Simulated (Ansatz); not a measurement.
# C2HSi: the cost of one run

Program: Ansatz 0.2.0, Gaussian basis. Level of theory: def2-TZVPP, core rule «outside noble gas», up to 7 orbitals frozen. These are calculated values, not measurements.

To be run: UHF; ROHF; CCSD(T) on UHF.

2 further runs of the same task are left out: 2 set aside as unsound or not needed.

**1. The geometry**

The geometry is a PBE0/def2-TZVP stationary point (not a proven minimum) of the parent state, kept for this charge and spin.

4 atoms, charge 1, spin multiplicity 3.

Atoms are counted from 1 here; the program's logs count them from 0.

Bond lengths: C1–C2 1.303 Å, C1–Si3 1.845 Å, C2–Si3 1.882 Å, C2–H4 1.081 Å. Angles: C2–C1–Si3 71.1°, C1–C2–Si3 68.0°, C1–C2–H4 148.1°, Si3–C2–H4 143.9°, C1–Si3–C2 40.9°.

Geometry (Å):

```xyz
4
C2HSi
C     0.0000   -0.8170    0.7688
C     0.0000    0.4619    1.0201
Si    0.0000    0.1069   -0.8281
H     0.0000    1.2524    1.7579
```

**2. UHF**

Contents of in.yaml:

```yaml
crystal:
  periodic: [false, false, false]
  atoms:
    - {symbol: C, position_ang: [0.000000, -0.816970, 0.768839]}
    - {symbol: C, position_ang: [0.000000, 0.461908, 1.020060]}
    - {symbol: Si, position_ang: [0.000000, 0.106896, -0.828106]}
    - {symbol: H, position_ang: [0.000000, 1.252374, 1.757882]}
basis:
  gaussian: {orbitals: def2-TZVPP}
total_charge: 1
magnetization: {spin_polarized: true, initial_magnetization: 2}
hamiltonian: {xc: hf}
output: {orbitals: {seedname: orbitals}}
```

Run with:

```bash
ansatz run in.yaml --threads 1 --pin off --events-out ev --progress --plain --max-ram 2816MiB --backend cpu
```

What time and memory should one allow on 1 thread of AMD EPYC 7R13, shared host?

About 7 s, with a peak of 0.29 GiB.
